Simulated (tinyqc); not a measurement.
UHF in the sto-3g basis, for HF, spin multiplicity 1, step by step. One step of it, computed by the program tinyqc.

Task: Iteration 2: diagonalisation and new density. Diagonalise F' = X^T F X, C = X C', fill 5 alpha and 5 beta electrons from the bottom; D(s) = C_occ C_occ^T. Each column has its largest component positive (the first on a tie).

F(alpha) (hartree), order 1F 1s, 1F 2s, 1F 2px, 1F 2py, 1F 2pz, 2H 1s:
$$\begin{pmatrix}
-25.679037 & -6.581332 & 0.000150 & 0.000215 & -0.018931 & -1.553786 \\
-6.581332 & -2.972995 & 0.026886 & 0.038466 & -0.148191 & -1.217220 \\
0.000150 & 0.026886 & -0.344609 & 0.038923 & 0.056079 & -0.043265 \\
0.000215 & 0.038466 & 0.038923 & -0.316129 & 0.080230 & -0.061898 \\
-0.018931 & -0.148191 & 0.056079 & 0.080230 & -0.434390 & -0.563908 \\
-1.553786 & -1.217220 & -0.043265 & -0.061898 & -0.563908 & -0.614947
\end{pmatrix}$$

F(beta) (hartree), order 1F 1s, 1F 2s, 1F 2px, 1F 2py, 1F 2pz, 2H 1s:
$$\begin{pmatrix}
-25.679037 & -6.581332 & -0.000150 & -0.000215 & -0.018931 & -1.553786 \\
-6.581332 & -2.972995 & -0.026886 & -0.038466 & -0.148191 & -1.217220 \\
-0.000150 & -0.026886 & -0.344609 & 0.038923 & -0.056079 & 0.043265 \\
-0.000215 & -0.038466 & 0.038923 & -0.316129 & -0.080230 & 0.061898 \\
-0.018931 & -0.148191 & -0.056079 & -0.080230 & -0.434390 & -0.563908 \\
-1.553786 & -1.217220 & 0.043265 & 0.061898 & -0.563908 & -0.614947
\end{pmatrix}$$

X, order 1F 1s, 1F 2s, 1F 2px, 1F 2py, 1F 2pz, 2H 1s:
$$\begin{pmatrix}
1.023436 & -0.134944 & 0.000000 & 0.000000 & -0.008534 & 0.024170 \\
-0.134944 & 1.148120 & 0.000000 & 0.000000 & 0.093565 & -0.325383 \\
0.000000 & 0.000000 & 1.000000 & 0.000000 & 0.000000 & 0.000000 \\
0.000000 & 0.000000 & 0.000000 & 1.000000 & 0.000000 & 0.000000 \\
-0.008534 & 0.093565 & 0.000000 & 0.000000 & 1.069509 & -0.242518 \\
0.024170 & -0.325383 & 0.000000 & 0.000000 & -0.242518 & 1.191604
\end{pmatrix}$$

Give: F' = X^T F X; orbital energies; coefficients C; F' = X^T F X; orbital energies; coefficients C; D(alpha) after iteration 2; D(beta) after iteration 2.

Result:

F' = X^T F X (alpha) (hartree):
$$\begin{pmatrix}
-25.2021 & -3.4069 & -0.0050 & -0.0072 & -0.0400 & -0.2533 \\
-3.4069 & -1.6402 & 0.0502 & 0.0718 & 0.0560 & -0.6233 \\
-0.0050 & 0.0502 & -0.3446 & 0.0389 & 0.0730 & -0.0739 \\
-0.0072 & 0.0718 & 0.0389 & -0.3161 & 0.1044 & -0.1057 \\
-0.0400 & 0.0560 & 0.0730 & 0.1044 & -0.2384 & -0.5512 \\
-0.2533 & -0.6233 & -0.0739 & -0.1057 & -0.5512 & 0.0322
\end{pmatrix}$$

orbital energies (alpha) (hartree): MO1 -25.6894, MO2 -1.4181, MO3 -0.5563, MO4 -0.3718, MO5 -0.3263, MO6 0.6527

coefficients C (alpha), order 1F 1s, 1F 2s, 1F 2px, 1F 2py, 1F 2pz, 2H 1s:
$$\begin{pmatrix}
0.9945 & -0.2461 & 0.0903 & 0.0000 & 0.0165 & 0.0908 \\
0.0237 & 0.9173 & -0.4522 & 0.0000 & -0.1302 & -0.6226 \\
0.0000 & -0.0228 & -0.0464 & 0.8196 & 0.5585 & -0.1167 \\
-0.0001 & -0.0326 & -0.0664 & -0.5729 & 0.7990 & -0.1670 \\
0.0031 & 0.1450 & 0.7580 & 0.0000 & -0.0939 & -0.7791 \\
-0.0065 & 0.1626 & 0.4152 & 0.0000 & 0.2801 & 1.1436
\end{pmatrix}$$

F' = X^T F X (beta) (hartree):
$$\begin{pmatrix}
-25.2021 & -3.4069 & 0.0050 & 0.0072 & -0.0400 & -0.2533 \\
-3.4069 & -1.6402 & -0.0502 & -0.0718 & 0.0560 & -0.6233 \\
0.0050 & -0.0502 & -0.3446 & 0.0389 & -0.0730 & 0.0739 \\
0.0072 & -0.0718 & 0.0389 & -0.3161 & -0.1044 & 0.1057 \\
-0.0400 & 0.0560 & -0.0730 & -0.1044 & -0.2384 & -0.5512 \\
-0.2533 & -0.6233 & 0.0739 & 0.1057 & -0.5512 & 0.0322
\end{pmatrix}$$

orbital energies (beta) (hartree): MO1 -25.6894, MO2 -1.4181, MO3 -0.5563, MO4 -0.3718, MO5 -0.3263, MO6 0.6527

coefficients C (beta), order 1F 1s, 1F 2s, 1F 2px, 1F 2py, 1F 2pz, 2H 1s:
$$\begin{pmatrix}
0.9945 & -0.2461 & 0.0903 & 0.0000 & -0.0165 & 0.0908 \\
0.0237 & 0.9173 & -0.4522 & 0.0000 & 0.1302 & -0.6226 \\
0.0000 & 0.0228 & 0.0464 & 0.8196 & 0.5585 & 0.1167 \\
0.0001 & 0.0326 & 0.0664 & -0.5729 & 0.7990 & 0.1670 \\
0.0031 & 0.1450 & 0.7580 & 0.0000 & 0.0939 & -0.7791 \\
-0.0065 & 0.1626 & 0.4152 & 0.0000 & -0.2801 & 1.1436
\end{pmatrix}$$

D(alpha) after iteration 2, order 1F 1s, 1F 2s, 1F 2px, 1F 2py, 1F 2pz, 2H 1s:
$$\begin{pmatrix}
1.0580 & -0.2452 & 0.0106 & 0.0152 & 0.0344 & -0.0043 \\
-0.2452 & 1.0634 & -0.0727 & -0.1040 & -0.1975 & -0.0753 \\
0.0106 & -0.0727 & 0.9864 & -0.0195 & -0.0909 & 0.1335 \\
0.0152 & -0.1040 & -0.0195 & 0.9721 & -0.1301 & 0.1910 \\
0.0344 & -0.1975 & -0.0909 & -0.1301 & 0.6045 & 0.3120 \\
-0.0043 & -0.0753 & 0.1335 & 0.1910 & 0.3120 & 0.2773
\end{pmatrix}$$

D(beta) after iteration 2, order 1F 1s, 1F 2s, 1F 2px, 1F 2py, 1F 2pz, 2H 1s:
$$\begin{pmatrix}
1.0580 & -0.2452 & -0.0106 & -0.0152 & 0.0344 & -0.0043 \\
-0.2452 & 1.0634 & 0.0727 & 0.1040 & -0.1975 & -0.0753 \\
-0.0106 & 0.0727 & 0.9864 & -0.0195 & 0.0909 & -0.1335 \\
-0.0152 & 0.1040 & -0.0195 & 0.9721 & 0.1301 & -0.1910 \\
0.0344 & -0.1975 & 0.0909 & 0.1301 & 0.6045 & 0.3120 \\
-0.0043 & -0.0753 & -0.1335 & -0.1910 & 0.3120 & 0.2773
\end{pmatrix}$$
